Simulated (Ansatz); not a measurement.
Relaxation of BH7NSi (10 atoms, charge 0, multiplicity 2), to a largest force component of 0.03 eV/Å in at most 50 steps.

Computed with UKS B3LYP/6-31G* in Ansatz 0.2.0.

```xyz
10
Properties=species:S:1:pos:R:3
B 0.055 0.101 -0.260
H -0.049 -0.231 0.885
N 1.294 -0.011 -0.882
H 2.119 -0.372 -0.420
H 1.461 0.257 -1.843
H -0.874 0.536 -0.874
Si -0.058 -0.083 3.548
H -0.757 -1.258 4.141
H 1.391 -0.122 3.907
H -0.667 1.182 4.049
```

Q: Where does it end, and by what steps?

A: The run converged. After 7 steps the energy has fallen by 0.081 eV; H8 moved furthest, 0.71 Å.

```
step  energy less start (eV)  largest force component (eV/Å)  accepted
   0                  0.0000                           0.222       yes
   1                 -0.0509                           0.075       yes
   2                 -0.0682                           0.181       yes
   3                 -0.0752                           0.233       yes
   4                 -0.0792                           0.056       yes
   5                 -0.0801                           0.062       yes
   6                 -0.0806                           0.046       yes
   7                 -0.0809                           0.023       yes
```

```xyz
10
Properties=species:S:1:pos:R:3
B 0.054 0.091 -0.778
H -0.176 -0.313 0.326
N 1.357 0.018 -1.266
H 2.129 -0.363 -0.734
H 1.625 0.339 -2.186
H -0.800 0.554 -1.477
Si -0.108 -0.097 4.245
H -0.810 -1.265 4.844
H 1.348 -0.145 4.554
H -0.705 1.181 4.724
```

Time of the run: 29 s on 1 thread of Arm Neoverse V1, on a shared host, peak memory 0.15 GiB.
